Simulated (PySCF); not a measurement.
Process, species as SMILES: CCO + H+ → [OH2+]CC
B3LYP-D3(BJ)/def2-TZVP geometries, fixed; electronic energies without zero-point terms; positive where energy is released.

Effect of the auxiliary basis of density fitting at HF/def2-TZVP with PySCF, against the last row, where the proton affinity is 196.87 kcal/mol. Species with rotatable bonds are taken in one conformer.

| setting | fitting functions, largest species | largest shift of a total energy (mEh) | shift of the proton affinity (kcal/mol) |
|---|---|---|---|
| density fitting: autoaux | 748 | 0.016 | 0.001 |
| density fitting: def2-universal-jkfit | 353 | 0.038 | 0.013 |
| density fitting: cc-pvtz-jkfit | 447 | 0.025 | 0.003 |
| density fitting: cc-pvqz-jkfit | 675 | 0.007 | 0.001 |
| density fitting: none | - | 0.000 | 0.000 |

Within 0.02 kcal/mol in the proton affinity: density fitting: autoaux; density fitting: def2-universal-jkfit; density fitting: cc-pvtz-jkfit; density fitting: cc-pvqz-jkfit. The largest shift is 0.038 mEh in a total energy and 0.013 kcal/mol in the difference.
